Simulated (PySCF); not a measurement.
Isomers of C4H5NS, mass 99.014 u with the commonest isotopes. The calculation used PBE0/pcSseg-1 in PySCF (dipole) on a GFN2-xTB geometry, gas phase. One conformer each, none proved a minimum here; rigid rotors.

Question: Order these by dipole moment, smallest first.
A. `Nc1cccs1`
B. 4-methylthiazole, `Cc1cscn1`
C. `Nc1ccsc1`

Answer: B (1.19 D), A (1.78 D), C (1.95 D).

Question: Order these by rotational constant A, smallest first.
A. `c1(cscc1)N`
B. 4-methylthiazole, `Cc1cscn1`
C. 5-methylthiazole (`Cc1cncs1`)

Answer: C (5379 MHz), A (7202 MHz), B (7439 MHz).

Question: Order these by rotational constant B, largest first.
A. `CC1=CSC=N1` (4-methylthiazole)
B. 2-methylthiazole (`CC1=NC=CS1`)
C. `Cc1cncs1` (5-methylthiazole)

Answer: B (3320 MHz), C (3231 MHz), A (2537 MHz).

```csv
SMILES,point group,Ia (u·Å²),Ib (u·Å²),Ic (u·Å²),κ,μa (D),μb (D),μc (D)
Cc1cscn1,Cs,67.94,199.21,264.03,-0.77,0.21,1.18,0.00
Nc1ccsc1,near Cs,70.17,199.30,269.02,-0.75,1.64,0.28,1.03
Cc1cncs1,Cs,93.95,156.40,247.22,-0.29,1.76,0.97,0.00
Cc1nccs1,Cs,95.06,152.24,244.17,-0.23,0.07,1.14,0.00
Nc1cccs1,near Cs,94.98,154.13,248.70,-0.24,1.42,0.39,0.99
```
